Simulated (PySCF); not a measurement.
Ligands exchanged one at a time, Si OH-H. All species are isolated molecules in the gas phase. One relaxed conformer stands for each flexible species; it need not be the lowest. Strings in code marks are SMILES. All members: neutral, multiplicity 1. Level: PBE0-D3(BJ)/def2-TZVP (PySCF). Delta-SCF ions had no search for a lower state.  The removal energy is E(N − 1 electrons) − E(N electrons) at the parent's geometry; ε(HOMO) is measured against the vacuum level.

| species | −ε(HOMO) (eV) | vertical ionisation energy (Delta-SCF) (eV) |
|---|---|---|
| `O[SiH3]` | 8.73 | 11.23 |
| `O[SiH](O)O` | 8.80 | 11.17 |
| `O[SiH2]O` (H–O–Si–O torsion 66°, O–Si–O–H torsion 66°) | 8.89 | 11.30 |
| `O[Si](O)(O)O` | 9.11 | withheld |
| `[SiH4]` | 9.86 | 12.43 |

Fit vertical ionisation energy (Delta-SCF) = a + b·x to the 4 complete rows by least squares, with x = −ε(HOMO) in eV. Give a, b and the rms residual, and predict the withheld value.

Means of the 4 rows: x̄ = 9.07, ȳ = 11.533 eV. Σ(x − x̄)² = 0.845 and Σ(x − x̄)(y − ȳ) = 0.9516, so b = 1.126 and a = ȳ − b·x̄ = 1.320 eV. The rms residual is 0.052 eV. At x = 9.11 the line gives 11.58 eV. The run for `O[Si](O)(O)O` gave 11.35 eV, so the line is off by 0.23 eV, more than twice the rms residual.

Codes: PySCF.
